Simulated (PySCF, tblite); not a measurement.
C₄H₈.
Geometry (GFN2-xTB, Å), atoms numbered from 1 in this order:
```xyz
12
C4H8 angstrom
C      1.357   -0.594    0.421
C      0.192   -0.084    0.058
C     -1.116   -0.707    0.444
C      0.081    1.159   -0.771
H      2.291   -0.139    0.138
H      1.426   -1.488    1.018
H     -1.716    0.001    1.014
H     -0.963   -1.599    1.046
H     -1.681   -0.978   -0.448
H      1.063    1.559   -1.014
H     -0.450    0.947   -1.699
H     -0.483    1.921   -0.234
```

The calculation used PBE0/pcSseg-1 in PySCF (dipole) on a GFN2-xTB geometry, gas phase.

Take the most abundant isotopes and a rigid rotor. 

What are A, B and C (GHz)?

Ia = 54.76, Ib = 59.22, Ic = 107.75 u·Å²; 505379 MHz·u·Å²/I gives 9228, 8534 and 4690 MHz, that is A = 9.2282, B = 8.5335, C = 4.6904 GHz.

Classify the top.

An asymmetric top; Ray's κ = 0.694.

Is it planar, by Δ = Ic − Ia − Ib?

Not planar: Δ = Ic − Ia − Ib = -6.24 u·Å². For a rigid frame Δ = −2 Σ m c², so Σ m c² = 3.12 u·Å² lies off the ab plane, practically all of it from hydrogen. The atom farthest from that plane is 0.88 Å away.

Give the other two planar moments, Paa and Pbb, and the rms extents of the mass along the axes.

Paa = Σ m a² = (Ib + Ic − Ia)/2 = 56.10 and Pbb = Σ m b² = (Ia + Ic − Ib)/2 = 51.64 u·Å². With the mass M = 56.06 u, the rms extents √(P/M) along a, b and c are 1.00, 0.96, 0.24 Å.

Which types of transition are allowed, and where do some lines up to J = 5 fall?

The dipole components are |μa| = 0.00 D, |μb| = 0.57 D, |μc| = 0.00 D; the symmetry axis of this C2v structure is b, so μa and μc vanish by symmetry and there are no a-type or c-type lines. Some lines, for components of 0.1 D or more:

```csv
type,branch,"J(Ka,Kc)",MHz,lower level (cm⁻¹)
b,Q,"4(3,1) ← 4(2,2)",10493,5.327
b,Q,"5(5,0) ← 5(4,1)",11338,8.597
b,R,"1(1,1) ← 0(0,0)",13919,0.000
b,Q,"4(4,1) ← 4(3,2)",16182,5.368
b,Q,"5(3,2) ← 5(2,3)",19195,7.608
b,Q,"3(2,2) ← 3(1,3)",21003,2.295
b,Q,"4(3,2) ← 4(2,3)",21223,4.660
b,Q,"5(4,2) ← 5(3,3)",21646,7.614
b,R,"2(0,2) ← 1(1,1)",22519,0.464
b,Q,"5(2,3) ← 5(1,4)",28976,6.642
b,Q,"4(1,3) ← 4(0,4)",29150,3.686
b,Q,"5(3,3) ← 5(2,4)",29155,6.642
b,Q,"4(2,3) ← 4(1,4)",29196,3.686
b,R,"3(1,3) ← 2(0,2)",32368,1.215
b,Q,"5(1,4) ← 5(0,5)",37533,5.390
b,Q,"5(2,4) ← 5(1,5)",37537,5.390
b,R,"4(1,3) ← 3(2,2)",49844,2.996
b,R,"4(2,3) ← 3(1,2)",50312,2.982
b,R,"5(1,5) ← 4(0,4)",51081,3.686
b,R,"3(3,1) ← 2(2,0)",51143,1.780
b,R,"4(3,2) ← 3(2,1)",60569,3.347
b,R,"3(2,1) ← 2(1,2)",63830,1.218
b,R,"5(3,2) ← 4(4,1)",70184,5.908
b,R,"4(2,2) ← 3(1,3)",90906,2.295
b,R,"5(5,0) ← 4(4,1)",91958,5.908
```

Its GFN2-xTB frequencies are all real (lowest 110 cm⁻¹). Constants of a rigid frame at the computed geometry: no zero-point averaging, no centrifugal distortion. A rigid rotor knows nothing of internal rotation, which can split or shift real lines.

Hardware: x86-64 server, one thread, on a shared host. Cost: 4.6 s. This is the PBE0/pcSseg-1 job that gave the dipole, with the shieldings it also computed.
